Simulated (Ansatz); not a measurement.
# C3H4: interaction energy of a dimer with the counterpoise correction, by script

How strongly do two molecules of C3H4 bind, and how much of that is basis error? Aim: the interaction energy of a dimer with the counterpoise correction, for C3H4, run from a script. SMILES: C=C=C.

Computed with Ansatz 0.2.0, driven from Python. Level of theory: MP2/def2-SVPD.

**1. Starting point**

Bond lengths: C1–C2 1.238 Å, C2–C3 1.266 Å, C1–H4 1.032 Å, C1–H5 1.132 Å, C3–H6 1.094 Å, C3–H7 1.109 Å. Angles: C1–C2–C3 178.4°, C2–C1–H4 123.1°, C2–C1–H5 122.3°, H4–C1–H5 114.5°, C2–C3–H6 122.0°, C2–C3–H7 123.5°, H6–C3–H7 114.4°.

No structure file is read: the coordinates are typed or built in the script.

**2. Script**

c3h4.py

```python
"""Binding of a C3H4 dimer at a trial geometry."""

import ansatz

FIRST = [
    ("C", (-1.0105, 0.2942, -0.6801)),
    ("C", (-0.0201, 0.0006, 0.0022)),
    ("C", (0.9935, -0.3306, 0.6841)),
    ("H", (-1.8834, -0.2559, -0.6721)),
    ("H", (-1.0473, 1.2239, -1.3253)),
    ("H", (1.7889, -0.9597, 0.2735)),
    ("H", (1.1792, 0.0274, 1.7174)),
]
SECOND = [
    ("C", (1.0828, 2.1505, 2.439)),
    ("C", (-0.0898, 2.4116, 2.7382)),
    ("C", (-1.2773, 2.694, 3.0731)),
    ("H", (1.7088, 1.5967, 3.0441)),
    ("H", (1.5379, 2.4581, 1.449)),
    ("H", (-1.5273, 3.6204, 3.5987)),
    ("H", (-2.1517, 2.0608, 2.8186)),
]

def energy(atoms, ghosts=()):
    molecule = ansatz.Crystal.molecule()
    for symbol, xyz in atoms:
        molecule = molecule.atom(symbol, xyz)
    calc = (
        molecule.calculation()
        .basis(gaussian="def2-SVPD")
        .correlation("MP2")
    )
    deck = calc.input()
    if ghosts:
        deck = deck.set(ansatz.key.basis.gaussian.ghost_atoms, [{"symbol": s, "position_ang": list(xyz)} for s, xyz in ghosts])
    return ansatz.Session.from_dict(deck).plan().execute().report["free_energy_ev"]

# ghost atoms carry the functions of the partner
both = energy(FIRST + SECOND)
alone = energy(FIRST) + energy(SECOND)
ghosted = energy(FIRST, SECOND) + energy(SECOND, FIRST)
print(f"dimer {both:.6f} eV")
print(f"interaction, uncorrected   {(both - alone):8.3f} eV")
print(f"interaction, counterpoise  {(both - ghosted):8.3f} eV")
print(f"basis-set superposition    {(alone - ghosted):8.3f} eV")
```

**3. What the engine is handed**

The engine receives this input (first run):

```yaml
crystal:
  periodic: [false, false, false]
  atoms:
    - { symbol: C, position_ang: [-1.0105, 0.2942, -0.6801] }
    - { symbol: C, position_ang: [-0.0201, 0.0006, 0.0022] }
    - { symbol: C, position_ang: [0.9935, -0.3306, 0.6841] }
    - { symbol: H, position_ang: [-1.8834, -0.2559, -0.6721] }
    - { symbol: H, position_ang: [-1.0473, 1.2239, -1.3253] }
    - { symbol: H, position_ang: [1.7889, -0.9597, 0.2735] }
    - { symbol: H, position_ang: [1.1792, 0.0274, 1.7174] }
    - { symbol: C, position_ang: [1.0828, 2.1505, 2.439] }
    - { symbol: C, position_ang: [-0.0898, 2.4116, 2.7382] }
    - { symbol: C, position_ang: [-1.2773, 2.694, 3.0731] }
    - { symbol: H, position_ang: [1.7088, 1.5967, 3.0441] }
    - { symbol: H, position_ang: [1.5379, 2.4581, 1.449] }
    - { symbol: H, position_ang: [-1.5273, 3.6204, 3.5987] }
    - { symbol: H, position_ang: [-2.1517, 2.0608, 2.8186] }
basis:
  gaussian:
    orbitals: def2-SVPD
correlation:
  method: mp2
```

**4. The run**

Launch:

```
python c3h4.py
```

**Question.** How large is the interaction at this pose, and how much of it is basis-set superposition?

**Answer**, as computed:

| quantity | value |
| --- | --- |
| interaction energy, uncorrected | -0.028 eV |
| interaction energy, counterpoise | 0.094 eV |
| runs compared | 5 |

The counterpoise correction turns the binding into repulsion: what looked like attraction was the basis set's error. Uncorrected it is -0.028 eV, with the counterpoise correction 0.094 eV; the difference, 0.12 eV, is the superposition error. The sign changes with the correction, so this basis doesn't settle it. The dimer is a generated trial pose of unrelaxed monomers, not a minimum, so the figure is no binding energy, and the basis set is small.
